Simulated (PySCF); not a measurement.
**A diatomic session: HCl+**

The task here is to estimate one member of a computed series from the others.

Method: H def2-TZVPPD, Cl def2-TZVPPD, no relativity; program: PySCF 2.14.0.

The first run:

Settings of the job:

| Quantity | Value |
| --- | --- |
| atoms | H, Cl |
| charge | 1 |
| basis | H def2-TZVPPD, Cl def2-TZVPPD |
| Hamiltonian | no relativity |
| basis functions | 68 |
| electrons treated | 17 |
| masses in u | 1.0078, 34.9689 |
| levels | PBE0, PBE, r²SCAN, TPSSh, BP86, r²SCAN0, revPBE, M06-L, LC-ωPBE, HF, MP2, SCS-MP2, CCSD, CCSD(T) |
| grid | 80 radial by 434 angular points |
| occupations | held fixed by the projection of orbital angular momentum |
| dissociation limit | H + Cl+, each in its ground configuration |
| starting distance in angstrom | 1.390 |
| values of 2S to try | 1, 3 |

The run is started by

```console
$ OMP_NUM_THREADS=1 python dia.py task.json out
```

Among the steps run: The job; First curve: PBE0; Higher solutions at PBE0; PBE (GGA); r²SCAN; TPSSh; BP86; r²SCAN0; revPBE (GGA); M06-L; LC-ωPBE; UHF; Correlated methods on the Hartree–Fock reference.

One table of the session follows, with a row left open; its other results are not shown here.

Energy (eV) from each level's lowest point:

| R (Å) | UHF | UHF-MP2 | UHF-SCS-MP2 | UHF-CCSD | UHF-CCSD(T) |
| --- | --- | --- | --- | --- | --- |
| 1.136 | 0.538 | 0.572 | 0.572 | n/a | n/a |
| 1.189 | 0.222 | 0.248 | 0.248 | 0.253 | 0.260 |
| 1.242 | 0.053 | 0.069 | 0.069 | 0.073 | 0.077 |
| 1.281 | ? | ? | ? | ? | ? |
| 1.321 | 0.000 | 0.000 | 0.000 | 0.000 | 0.000 |
| 1.361 | 0.040 | 0.031 | 0.030 | 0.028 | 0.026 |
| 1.413 | 0.142 | 0.120 | 0.120 | 0.114 | 0.109 |
| 1.480 | 0.328 | 0.288 | 0.288 | 0.278 | 0.268 |
| 1.559 | 0.606 | 0.544 | 0.544 | 0.528 | 0.513 |
| 1.665 | 1.024 | 0.937 | 0.938 | n/a | n/a |

Estimate the missing values for R (Å) = 1.281.

Worked estimate for «UHF». A straight line through the neighbours (1.242, 0.053) and (1.321, 0.000) gives 0.053 + (0.000 − 0.053) × (1.281 − 1.242) / (1.321 − 1.242) = 0.027; a parabola fitted to 4 rows on both sides gives 0.000.

The run gave: UHF: 0.001; UHF-MP2: 0.010; UHF-SCS-MP2: 0.010; UHF-CCSD: 0.012; UHF-CCSD(T): 0.014. In «UHF» the line misses by +0.026 and the parabola by -0.001.

Limits of these values: Lowest PBE0 solution found, without spin–orbit coupling: ²Π (doublet), unpaired electrons π ↑. Warnings in the runs' records: inverted.
